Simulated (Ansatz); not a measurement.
**CHSi+ (triplet): from Hartree-Fock to the top rungs, def2-QZVPP**

An exercise on one series of results from a longer session: the logs are not shown, and one member is left open.

Program: Ansatz 0.2.0, Gaussian basis. Level of theory: def2-QZVPP, core rule «outside noble gas», up to 6 orbitals frozen. These are calculated values, not measurements.

Plan: UHF; ROHF; CCSD(T) on UHF.

## What is computed

The geometry is a PBE0/def2-TZVP stationary point (not a proven minimum) of the parent state, kept for this charge and spin.

3 atoms, charge 1, spin multiplicity 3.

Atoms are counted from 1 here; the program's logs count them from 0.

Bond lengths: Si1–C2 1.893 Å, C2–H3 1.096 Å. Angles: Si1–C2–H3 133.1°.

Geometry (Å):

| atom | x (Å) | y (Å) | z (Å) |
| --- | --- | --- | --- |
| Si1 | 0.00000 | 0.03255 | 0.61723 |
| C2 | 0.00000 | -0.12702 | -1.26855 |
| H3 | 0.00000 | 0.60655 | -2.08253 |

Set-up of the first run:

Input file in.yaml:

```yaml
crystal:
  periodic: [false, false, false]
  atoms:
    - {symbol: Si, position_ang: [0.000000, 0.032553, 0.617233]}
    - {symbol: C, position_ang: [0.000000, -0.127023, -1.268554]}
    - {symbol: H, position_ang: [0.000000, 0.606549, -2.082531]}
basis:
  gaussian: {orbitals: "def2-QZVPP.json"}
total_charge: 1
magnetization: {spin_polarized: true, initial_magnetization: 2}
hamiltonian: {xc: hf}
output: {orbitals: {seedname: orbitals}}
```

Started as:

```console
$ ansatz run in.yaml --threads 1 --pin off --events-out ev --progress --plain --max-ram 4096MiB --backend cpu
```

Steps of the session up to this table: UHF; ROHF; CCSD(T) on UHF.

One table of the session follows, with a row left open; its other results are not shown here.

| method | from UCCSD(T) (kcal/mol) |
| --- | --- |
| ROHF | ? |
| UHF | +137.13 |
| UMP2 | +26.44 |
| UCCSD | +5.76 |
| UCCSD(T) | 0 |

**Question.** Estimate the row for ROHF.

As computed: from UCCSD(T) (kcal/mol): +143.02. In the column «from UCCSD(T) (kcal/mol)» it is the highest.
